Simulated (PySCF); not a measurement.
Telling isomers of C$_{4}$H$_{3}$FO apart by NMR

Theoretical values (PySCF 2.14.0 with density-fitted response routines): J: B3LYP/pcJ-1, shielding tensors at PBE0/pcSseg-1 (GIAO), GFN2-xTB structure. One averaged value for each set of equivalent atoms, one conformer, no solvent model, non-relativistic Hamiltonian.

Scale: 1H (σref 31.72), 13C (σref 186.93) against TMS (reference shieldings calculated alike). Multiplet labels drop J under 1 Hz and among equivalent protons, and merge close values. Unscaled 3J(H,H) run several per cent high. One-bond C–F couplings are unscaled and too large by tens of Hz. Shifts are as computed. Against solution values, carbons near 30 ppm lie about +3 ppm off and those near 130 ppm about +5 ppm. Of 1211 compounds with measured shifts, 218 miss one by over three times the rms of a fit or turn the order of signals round; such compounds aren't used in these exercises.

(1) Tabulate the signals of `Cc1c(F)c1=O`, `O=C1CC=C1F`, `O=C=C/C=C/F` and their relative energies.

(2) What is the quickest way to tell Cc1c(F)c1=O from O=C1CC=C1F?

(3) What is the quickest way to tell Cc1c(F)c1=O from O=C=C/C=C/F?

(4) What is the quickest way to tell O=C1CC=C1F from O=C=C/C=C/F?

Results:

(1) 
| SMILES | carbon types | δC | δH | E rel. (kcal/mol) |
| --- | --- | --- | --- | --- |
| Cc1c(F)c1=O | 3×C 1×CH3 | 168.1, 147.9, 144.0, 10.3 | 2.24 (d, 3H) | 15.8 |
| O=C1CC=C1F | 2×C 1×CH 1×CH2 | 187.6, 160.6, 146.3, 39.4 | 7.56 (dt, 1H), 2.74 (dd, 2H) | 0.9 |
| O=C=C/C=C/F | 1×C 3×CH | 210.2, 152.5, 104.9, 22.4 | 6.95 (dd, 1H), 5.82 (dt, 1H), 3.80 (dd, 1H) | 0.0 |

Energies are electronic energies at PBE0/pcSseg-1 on these geometries, without zero-point or thermal terms, each for the one conformer computed, which needn't be the lowest.

(2) Both give the same number of carbon signals, but DEPT or the intensities differ. The first has a methyl carbon on an unsaturated ring (CH3) at 10.3 ppm, the second a β carbon of a C=C–C=O unit (CH) at 146.3 ppm. Their most deshielded carbons lie at 168.1 and 187.6 ppm. In the proton spectra the most deshielded non-exchanging signals are 2.24 (d, J = 7.7 Hz, 3H) and 7.56 (dt, J = 9.3, 1.5 Hz, 1H).

(3) Both give the same number of carbon signals, but DEPT or the intensities differ. The first has a unsaturated ring carbon (C) at 147.9 ppm, the second an alkene CH at 152.5 ppm. Their most deshielded carbons lie at 168.1 and 210.2 ppm. In the proton spectra the most deshielded non-exchanging signals are 2.24 (d, J = 7.7 Hz, 3H) and 6.95 (dd, J = 85.8, 11.9 Hz, 1H).

(4) Both give the same number of carbon signals, but DEPT or the intensities differ. The first has an sp3 CH2 α to a carbonyl at 39.4 ppm, the second a terminal carbon of a ketene (CH) at 22.4 ppm. Their most deshielded carbons lie at 187.6 and 210.2 ppm. In the proton spectra the most deshielded non-exchanging signals are 7.56 (dt, J = 9.3, 1.5 Hz, 1H) and 6.95 (dd, J = 85.8, 11.9 Hz, 1H).
